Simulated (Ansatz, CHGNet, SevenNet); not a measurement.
## Ladder of methods for the elastic constant C13 of hcp Be

Reference value: 11 ± 5 GPa (measured, 0 K, extrapolated to 0 K; as tabulated in Elastic Constants of Single Crystal Beryllium, J. Appl. Phys., doi …).

### Question
Put these levels in order of the elastic constant C13 that they give for hcp Be, smallest first: CHGNet-r²SCAN, LDA (Ansatz, a program for electronic structure), SevenNet-l3i5, r²SCAN (Ansatz).

### Answer
r²SCAN (1.91 GPa), LDA (11.2 GPa), CHGNet-r²SCAN (48.4 GPa), SevenNet-l3i5 (77.2 GPa)

Unless a cell is named, each level is at its own relaxed cell (CHGNet-r²SCAN 7.93, SevenNet-l3i5 7.94, LDA 7.55, r²SCAN 7.91 Å³/atom).

Differences against the reference: CHGNet-r²SCAN +340 %, SevenNet-l3i5 +602 %, LDA +1.8 %, r²SCAN -83 %.

The measured value isn't corrected to a static lattice, so vibrations enter the comparison.  Each level is taken at its own relaxed cell. Cutoffs differ between the levels. Ansatz's density-functional and Hartree–Fock values are scalar-relativistic unless marked +SOC, with PAW data made under PBE.

Machine-learned potentials (CHGNet-r²SCAN, SevenNet-l3i5) are trained on DFT data: a solid inside that data is no test of them.

Differences are worked out from the printed values.
